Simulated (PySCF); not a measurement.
# Potential energy of AlS along the bond

Set-up: basis Al 3-21G, S 3-21G; no relativity; PySCF 2.14. Energies in eV from Al + S in their ground configurations at the same level. All curves are PBE0. state 1: ²Σ⁺ (doublet), unpaired electrons σ ↑; state 2: ²Π (doublet), unpaired electrons π ↑, a second solution, started from another occupation; state 3: quartet, unpaired electrons σ ↑, π ↑↑, a mixture of terms (⟨Lz²⟩ = 2.0), a second solution, started from another occupation.

```
R (Å)  state 1  state 2  state 3
1.822   -2.482   -0.413   1.7275
1.907   -3.140   -1.464   0.6874
1.992   -3.498   -2.191  -0.0222
2.055   -3.622   -2.574  -0.3886
2.119   -3.654   -2.850  -0.6456
2.183   -3.618   -3.039  -0.8156
2.267   -3.495   -3.185  -0.9386
2.373   -3.269   -3.244  -0.9746
2.500   -2.949   -3.189  -0.9111
2.670   -2.510   -2.989  -0.7433
```

Put a parabola through the three lowest points of the state 1 curve and estimate Re, k and ωe (reduced mass 14.63 u; 1 eV/Å² = 0.16022 mdyn/Å; ωe = 1302.8·√(k/μ) cm⁻¹).

Through R = 2.055, 2.119, 2.183 Å the second-order coefficient is 8.30 eV/Å², so Re ≈ 2.117 Å, k ≈ 2.66 mdyn/Å and ωe ≈ 555 cm⁻¹. A polynomial fit of higher order to the unrounded PBE0 energies gives Re = 2.114 Å, k = 2.76 mdyn/Å, ωe = 566 cm⁻¹; anharmonicity and rounding make the difference.

The higher-order fit for each curve: state 1: Re = 2.114 Å, ωe = 566 cm⁻¹, De = 3.65 eV; state 2: Re = 2.377 Å, ωe = 395 cm⁻¹, minimum 3.24 eV below the ground-state fragments; state 3: Re = 2.357 Å, ωe = 384 cm⁻¹, minimum 0.98 eV below the ground-state fragments.

Counting both spins, an empty level lies below a filled one in some of these solutions, because spin and occupation are held. 3-21G is very small, so such numbers show the basis as much as the molecule. The state was picked by a PBE0 search and need not be the measured ground state.
